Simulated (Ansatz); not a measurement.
**CH5B− (SMILES [BH2-]C): the energy, rung by rung**

The species is CH5B− (7 atoms), meant as a doublet with charge -1. As SMILES, `[BH2-]C`. Geometry: relaxed at GFN2-xTB.

```xyz
7

B    -0.3676   -0.8767    0.2964
C     0.1299    0.6579   -0.0109
H     0.5664   -1.6521    0.5729
H    -1.1113   -1.3401   -0.5876
H     0.7138    1.0900    0.8179
H     0.7794    0.7702   -0.9090
H    -0.7106    1.3507   -0.1797
```

Each level gives the energy change with the C2–H6 bond stretched from 1.114 to 2.228 Å (eV). The values are calculated.

| level | kind | program | value (eV) | less FCI/STO-3G |
| --- | --- | --- | --- | --- |
| UBLYP/STO-3G | GGA | Ansatz | 2.89 | -0.48 |
| UPBE/STO-3G | GGA | Ansatz | 3.14 | -0.23 |
| U-r2SCAN0/STO-3G | hybrid meta-GGA | Ansatz | 3.78 | +0.41 |
| U-wB97X/STO-3G | range-separated hybrid | Ansatz | 3.89 | +0.52 |
| RPA@PBE/STO-3G | RPA | Ansatz | 3.16 | -0.21 |
| UBCCD(T)/STO-3G | coupled cluster or CI | Ansatz | 3.41 | +0.04 |
| UCCSD(T)/STO-3G | coupled cluster or CI | Ansatz | 3.42 | +0.05 |
| UCCSD/STO-3G | coupled cluster or CI | Ansatz | 3.45 | +0.08 |
| FCI/STO-3G | exact in the basis | Ansatz | 3.37 | 0.00 |

FCI/STO-3G is exact within its basis and frozen core, so for wave-function methods in that basis the difference is their error; functionals converge differently with the basis, so for them it is only a difference. Sets without diffuse functions describe the anion poorly. The first shape isn't each level's own minimum. The values span 2.89 to 3.89 eV. Spin contamination of the reference (⟨S²⟩ at least 0.1 too high) touches U-r2SCAN0/STO-3G, U-wB97X/STO-3G, UBCCD(T)/STO-3G, UCCSD(T)/STO-3G, UCCSD/STO-3G. All rows use very small basis sets, so even the best lies far from the true value.
